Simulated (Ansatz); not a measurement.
**Tantalum, bcc under PBE: how the cold (Marzari-Vanderbilt) smearing moves the result**

Aim: find which cold (Marzari-Vanderbilt) smearing width is enough for energy and pressure. The geometry was relaxed under PBE beforehand and stays fixed; 7 values are run, from 0.01 to 1.0 eV. Wanted are the values from which on the energy stays within 10 and 1 meV/atom, and the pressure within 0.5 GPa, of the narrowest run. Within the series other settings stay, but some runs also write fields, which adds to their time. Spin polarisation is left out.

Program: Ansatz 0.2.0. Level of theory: DFT PBE, plane waves with PAW, scalar-relativistic. These are calculated values, not measurements.

### Step 1. The system as given

Symmetry: Im-3m, No. 229, cubic system. The conventional cell has a = 3.321 Å, b = 3.321 Å, c = 3.321 Å, α = 90.00°, β = 90.00°, γ = 90.00°. Ta (site symmetry m-3m) has 8 Ta at 2.88 Å as nearest neighbours.

As a file:

```
Ta
1.0
    -1.66072    1.66072    1.66072
     1.66072   -1.66072    1.66072
     1.66072    1.66072   -1.66072
Ta
1
Direct
  0.00000 0.00000 0.00000
```

### Step 2. Width 0.01 eV

The run at 0.01 eV.

Contents of input.yaml:

```yaml
crystal:
  lattice:
    - [-1.6607181506, 1.6607181506, 1.6607181506]
    - [1.6607181506, -1.6607181506, 1.6607181506]
    - [1.6607181506, 1.6607181506, -1.6607181506]
  atoms:
    - { symbol: Ta, position: [0.0, 0.0, 0.0] }
hamiltonian:
  xc: pbe
  pseudopotentials:
    kind: paw
    azcp:
      Ta: "pseudopotentials/Ta.paw.azcp"
basis:
  ecutwfc: 420
  fft_grid_basis: typed
kpoints:
  mp_grid: { grid: [13, 13, 13], shift: [0, 0, 0] }
magnetization:
  spin_polarized: false
scf:
  occupations: { method: cold, width: 0.01 }
  lower_state_search: "off"
output:
  stress: true
```

Launch:

```console
$ ansatz run input.yaml --threads 1 --pin off --max-ram 3584MiB --backend cpu --events-out ev --progress --plain --runs-dir out
```

### Step 3. Width 0.03 eV

The run at 0.03 eV.

input.yaml, as its differences from that of step 2:

```diff
@@ -21,3 +21,3 @@
 scf:
-  occupations: { method: cold, width: 0.01 }
+  occupations: { method: cold, width: 0.03 }
   lower_state_search: "off"
```

### Step 4. Width 0.1 eV

The run at 0.1 eV.

input.yaml, as its differences from that of step 3:

```diff
@@ -21,3 +21,3 @@
 scf:
-  occupations: { method: cold, width: 0.03 }
+  occupations: { method: cold, width: 0.1 }
   lower_state_search: "off"
@@ -25 +25,5 @@
   stress: true
+  write_density: true
+  write_potential: true
+  elf: true
+  volumetric_format: npy
```

### Step 5. Width 0.2 eV

The run at 0.2 eV.

input.yaml, as its differences from that of step 4:

```diff
@@ -21,3 +21,3 @@
 scf:
-  occupations: { method: cold, width: 0.1 }
+  occupations: { method: cold, width: 0.2 }
   lower_state_search: "off"
```

### Step 6. Width 0.3 eV

The run at 0.3 eV.

input.yaml, as its differences from that of step 5:

```diff
@@ -21,3 +21,3 @@
 scf:
-  occupations: { method: cold, width: 0.2 }
+  occupations: { method: cold, width: 0.3 }
   lower_state_search: "off"
@@ -25,5 +25 @@
   stress: true
-  write_density: true
-  write_potential: true
-  elf: true
-  volumetric_format: npy
```

### Step 7. Width 0.6 eV

The run at 0.6 eV.

input.yaml, as its differences from that of step 6:

```diff
@@ -21,3 +21,3 @@
 scf:
-  occupations: { method: cold, width: 0.3 }
+  occupations: { method: cold, width: 0.6 }
   lower_state_search: "off"
```

### Step 8. Width 1.0 eV

The run at 1.0 eV.

input.yaml, as its differences from that of step 7:

```diff
@@ -21,3 +21,3 @@
 scf:
-  occupations: { method: cold, width: 0.6 }
+  occupations: { method: cold, width: 1.0 }
   lower_state_search: "off"
@@ -25 +25,5 @@
   stress: true
+  write_density: true
+  write_potential: true
+  elf: true
+  volumetric_format: npy
```

(Steps that only read results are left out.)

What does the calculation give?

**Answer**, as computed:

| quantity | value |
| --- | --- |
| E(σ → 0) stays within 10 meV/atom of 0.01 eV | up to 0.6 eV |
| E(σ → 0) stays within 1 meV/atom | up to 0.1 eV |
| pressure stays within 0.5 GPa | up to 0.3 eV |
| pressure at 0.01 eV | 0.35 GPa |
| energy of a separate run on a finer mesh (22×22×22) | +0.7 meV/atom from 0.01 eV |

What this shows: The far end, 1.0 eV, lies +18.0 meV/atom and -1.3 GPa from the yardstick. Over the range F shifts by +32.1 meV/atom, while E(σ → 0) shifts by +18.0. This scheme cancels the term in the square of the width, so F moves little up to 0.2 eV. The mesh (13×13×13) is fixed, so the narrowest widths carry a k-point error of their own. The yardstick itself is unsettled by 0.7 meV/atom against the finer mesh, so the thresholds above hold only within this series, and wider smearing, which averages over more states, can land nearer the fine-mesh value than the narrowest does.
